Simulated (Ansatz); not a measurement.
**CH2B (quartet): the correlation ladder, def2-QZVPP**

An exercise on one series of results from a longer session: the logs are not shown, and one member is left open.

Method: def2-QZVPP, core rule «outside noble gas», up to 2 orbitals frozen; program: Ansatz 0.2.0, Gaussian basis.

Plan: UHF; ROHF; CCSD(T) on UHF.

## The geometry

The geometry is a PBE0/def2-TZVP stationary point (not a proven minimum).

4 atoms, charge 0, spin multiplicity 4.

Atoms are counted from 1 here; the program's logs count them from 0.

Bond lengths: B1–C2 1.505 Å, C2–H3 1.092 Å, C2–H4 1.092 Å. Angles: B1–C2–H3 123.3°, B1–C2–H4 123.3°, H3–C2–H4 113.4°.

The first run:

Contents of in.yaml:

```yaml
crystal:
  periodic: [false, false, false]
  atoms:
    - {symbol: B, position_ang: [0.000000, 0.000000, 0.898833]}
    - {symbol: C, position_ang: [0.000000, 0.000000, -0.606573]}
    - {symbol: H, position_ang: [0.000000, -0.912704, -1.206376]}
    - {symbol: H, position_ang: [0.000000, 0.912704, -1.206376]}
basis:
  gaussian: {orbitals: "def2-QZVPP.json"}
magnetization: {spin_polarized: true, initial_magnetization: 3}
hamiltonian: {xc: hf}
output: {orbitals: {seedname: orbitals}}
```

Started as:

```console
ansatz run in.yaml --threads 1 --pin off --events-out ev --progress --plain --max-ram 2393MiB
```

Among the steps run: UHF; ROHF; CCSD(T) on UHF.

One table of the session follows, with a row left open; its other results are not shown here.

```
  method  from UCCSD(T) (meV)
    ROHF              +6319.9
     UHF                    ?
    UMP2               +836.7
   UCCSD               +223.8
UCCSD(T)                    0
```

Q: Estimate the row for UHF from the others.

The run gave: from UCCSD(T) (meV): +6243.1. In the column «from UCCSD(T) (meV)» it lies between UMP2 (+836.7) and ROHF (+6319.9).
